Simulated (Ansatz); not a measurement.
Geometry optimisation, RKS B3LYP/def2-SVP (Ansatz).

input.yaml

```yaml
crystal:
  periodic: [false, false, false]
  atoms:
    - { symbol: B, position_ang: [-0.074553, 0.417379, -0.409295] }
    - { symbol: H, position_ang: [-0.148919, 0.056137, 1.961841] }
    - { symbol: H, position_ang: [0.838552, -0.367771, -0.416553] }
    - { symbol: "N", position_ang: [-1.345409, 0.049859, -0.852873] }
    - { symbol: H, position_ang: [-1.559161, -0.881847, -1.182433] }
    - { symbol: H, position_ang: [-2.129799, 0.692435, -0.870078] }
    - { symbol: F, position_ang: [0.145566, 1.67479, -0.02122] }
    - { symbol: H, position_ang: [0.042423, 0.742917, 1.891011] }
basis:
  gaussian: { orbitals: def2-SVP }
hamiltonian:
  xc: b3lyp
relax:
  f_tol: 0.03
  max_steps: 50
output:
  orbitals: {}
```

Run as:

```bash
$ ansatz run input.yaml --threads 1 --pin off --max-ram 2048MiB --backend cpu --events-out ev --progress --plain --runs-dir out
```

Problem. Where does it end, and by what steps?

Solution. It converged. The force dipped under the threshold on the way, but the program's further checks kept it going. After 34 steps the energy has fallen by 0.223 eV; H2 moved furthest, 1.92 Å.

| step | energy less start (eV) | largest force component (eV/Å) | accepted |
| --- | --- | --- | --- |
| 0 | 0.0000 | 1.673 | yes |
| 2 | -0.1715 | 0.332 | yes |
| 4 | -0.1933 | 0.135 | yes |
| 6 | -0.1954 | 0.492 | no |
| 8 | -0.2003 | 0.044 | yes |
| 10 | -0.2040 | 0.063 | yes |
| 12 | -0.2081 | 0.164 | yes |
| 14 | -0.2130 | 0.224 | yes |
| 16 | -0.2173 | 0.078 | yes |
| 18 | -0.2191 | 0.160 | yes |
| 20 | -0.2217 | 0.028 | yes |
| 22 | -0.2223 | 0.031 | yes |
| 24 | -0.2226 | 0.049 | yes |
| 26 | -0.2228 | 0.060 | yes |
| 28 | -0.2231 | 0.051 | yes |
| 30 | -0.2229 | 0.074 | no |
| 32 | -0.2233 | 0.014 | yes |
| 34 | -0.2234 | 0.022 | yes |

```xyz
8
Properties=species:S:1:pos:R:3
B -0.169 0.117 -0.807
H 0.253 0.939 3.619
H 0.808 -0.323 -1.360
N -1.435 0.045 -1.386
H -1.598 -0.376 -2.292
H -2.267 0.409 -0.935
F -0.029 0.691 0.400
H 0.206 0.882 2.861
```

Run time: 97 s on 1 thread of Arm Neoverse N1 (shared host), peak memory 0.13 GiB.
